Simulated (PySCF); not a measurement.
Si(H)4 cation (H4Si), SMILES [SiH4] (connectivity only; charge and spin as stated), charge +1, multiplicity 2. Atoms are numbered in the order given.

```xyz
5

Si     0.0000     0.0000     0.0000
H     -1.5315     0.0000     0.0000
H      0.0000    -1.5315     0.0000
H      0.0000     1.5315     0.0000
H      1.5315     0.0000     0.0000
```
Charge +1, spin multiplicity 2.

Geometry: ωB97X-D3(BJ)/def2-TZVPD. The geometry has at least one imaginary mode, so it is a saddle point at that level. The multiplicity is an assumed one; other spin states were not compared. The isomer is the one that the SMILES or the coordinates give; other isomers of the formula were not compared.

Two levels are set side by side: PBE/pcH-1 (PySCF) and PBE0/pcH-1 (PySCF). Contact hyperfine couplings, same geometry. Differences are taken from unrounded values.

```tsv
quantity	PBE0
A(iso) of 29Si, atom Si1 (MHz)	312.0
A(iso) of 1H, atom H2 (MHz)	548.5
A(iso) of 1H, atom H3 (MHz)	548.5
A(iso) of 1H, atom H4 (MHz)	548.5
A(iso) of 1H, atom H5 (MHz)	548.5
```

**Question.** What does PBE give, and how far is it from PBE0? (An estimate is asked for; the answer gives what the named calculation found.)

**Answer.** 
```json
[
 {"quantity": "A(iso) of 29Si, atom Si1 (MHz)", "PBE": "228.8", "PBE minus PBE0": "-83.2"},
 {"quantity": "A(iso) of 1H, atom H2 (MHz)", "PBE": "525.8", "PBE minus PBE0": "-22.6"},
 {"quantity": "A(iso) of 1H, atom H3 (MHz)", "PBE": "525.8", "PBE minus PBE0": "-22.6"},
 {"quantity": "A(iso) of 1H, atom H4 (MHz)", "PBE": "525.8", "PBE minus PBE0": "-22.6"},
 {"quantity": "A(iso) of 1H, atom H5 (MHz)", "PBE": "525.8", "PBE minus PBE0": "-22.6"}
]
```

Rough cost on one machine, each run with all the roots and properties that it gave: PBE0 against PBE within a factor of 2.
